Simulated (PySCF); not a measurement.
# Field gradients at the hydrogen positions

C3H4N2O.
Geometry (PBE0-D3(BJ)/def2-SVP, Å), atoms numbered from 1 in this order:
```
atom  x, y, z in Å
C1    -1.4025    0.1337    0.8441
O2    -0.0370   -0.2457    0.8408
C3     0.6173   -0.0566   -0.2977
N4     0.0890    0.4249   -1.3423
C5     2.0089   -0.4706   -0.1852
N6     3.1243   -0.7784   -0.1729
H7    -1.7695   -0.0723    1.8557
H8    -1.9682   -0.4463    0.0998
H9    -1.5090    1.2014    0.6013
H10    0.7571    0.4903   -2.1089
```

Level: PBE0/pcSseg-1 (PySCF, non-relativistic); Q(2H) = 0.00286 b; rigid geometry, the same for H and D, with no vibrational averaging.

**Question.** Rank these positions by the coupling χzz of a deuteron there, largest first.
A. H10 (N–H hydrogen)
B. H8 (methyl hydrogen)
C. H7 (methyl hydrogen)

**Answer.** A (257 kHz), C (195 kHz), B (188 kHz).

**Question.** What are Vzz, η and χzz (234.96 MHz × Q × Vzz) at all hydrogens?

**Answer.** 
| atom | bonded to | bond length (Å) | Vzz (au) | η | χzz (kHz) |
| --- | --- | --- | --- | --- | --- |
| H7 | C1 | 1.096 | 0.2898 | 0.08 | 195 |
| H8 | C1 | 1.100 | 0.2805 | 0.11 | 188 |
| H9 | C1 | 1.100 | 0.2803 | 0.11 | 188 |
| H10 | N4 | 1.019 | 0.3823 | 0.02 | 257 |

**Question.** Average by the element that carries the hydrogen.

**Answer.** on C: 191 kHz over 3 positions, mean bond length 1.099 Å; on N: 257 kHz over 1 position, mean bond length 1.019 Å.

Isolated species at its PBE0-D3(BJ)/def2-SVP geometry (one conformer only). The small basis limits the accuracy of the gradients.
